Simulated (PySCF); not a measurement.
# SMILES C=NC(=C)[O-], [C3H4NO]-, charge -1

Geometry:
```tsv
atom	x (Å)	y (Å)	z (Å)
C1	1.730	0.024	0.071
N2	0.568	0.313	-0.343
C3	-0.480	-0.647	0.067
C4	-1.711	-0.255	-0.430
O5	-0.171	-1.637	0.765
H6	1.900	-0.881	0.688
H7	2.585	0.676	-0.182
H8	-1.792	0.652	-1.030
H9	-2.604	-0.854	-0.223
```

Total charge -1.

Theory: quadratic response PBE0/aug-cc-pVDZ first hyperpolarisability, Taylor convention, gas phase (PySCF). Geometry: PBE0-D3(BJ)/def2-SVP.

For a gas-phase anion, states above the detachment energy (about 0.3 eV, taken as minus the energy of the highest occupied orbital) lie in the continuum and depend on the basis.

**Question.** Give β for the processes computed.

**Answer.** In 10⁻³⁰ esu, Taylor convention; the vector part is βᵢ = ⅓ Σⱼ (βᵢⱼⱼ + βⱼᵢⱼ + βⱼⱼᵢ):
| process | λ (nm) | β vector norm | β HRS | depolarisation ratio |
| --- | --- | --- | --- | --- |
| static β(0;0,0) | ∞ | 5.29 | 4.08 | 2.01 |
| Pockels β(−ω;ω,0) | 1064 | 6.52 | – | – |

Second harmonics within 0.3 eV of the first excitation or beyond it are left out.

**Question.** Which lowest excitations and polarisabilities go with it?

**Answer.** S1 2.63 eV (f = 0.001); S2 2.82 eV (f = 0.022); S3 3.22 eV (f = 0.003); isotropic α 75.0 au static, 78.2 au at 1064 nm.
